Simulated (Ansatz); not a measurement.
Relaxation of C$_{3}$H$_{2}$O$_{2}$ (7 atoms, charge 0, multiplicity 1), to a largest force component of 0.02 eV/Å in at most 50 steps.

Level of theory: Ansatz 0.2.0, UKS PBE0-D4/def2-SVP.

```xyz
7
Properties=species:S:1:pos:R:3
C -0.627 0.248 1.790
C -0.327 0.012 0.662
C 0.064 -0.316 -0.684
O -0.235 -1.280 -1.284
O 0.988 0.536 -1.213
H -0.968 0.883 0.796
H 1.188 0.178 -2.081
```

Question: Where does it end, and by what steps?

Answer: The forces met the threshold. After 12 steps the energy has fallen by 0.911 eV; H6 moved furthest, 0.68 Å.

| step | energy less start (eV) | largest force component (eV/Å) | accepted |
| --- | --- | --- | --- |
| 0 | 0.0000 | 7.966 | yes |
| 1 | -0.4983 | 2.442 | yes |
| 2 | -0.6268 | 1.926 | yes |
| 3 | -0.7533 | 0.979 | yes |
| 4 | -0.8112 | 0.567 | yes |
| 5 | -0.8899 | 0.186 | yes |
| 6 | -0.8360 | 1.787 | no |
| 7 | -0.9017 | 0.111 | yes |
| 8 | -0.9109 | 0.172 | yes |
| 9 | -0.9114 | 0.035 | yes |
| 10 | -0.9114 | 0.036 | yes |
| 11 | -0.9114 | 0.027 | no |
| 12 | -0.9114 | 0.005 | yes |

```xyz
7
Properties=species:S:1:pos:R:3
C -1.046 0.138 1.689
C -0.466 0.012 0.564
C 0.114 -0.397 -0.716
O 0.012 -1.506 -1.155
O 0.752 0.613 -1.307
H -0.392 1.129 1.056
H 1.108 0.273 -2.144
```

Whether the end is a true minimum wasn't checked by a vibrational analysis.

The run took 10 s on 2 threads of AMD EPYC 9R45 96-Core Processor (Zen 5) (shared host), peak memory 0.21 GiB.
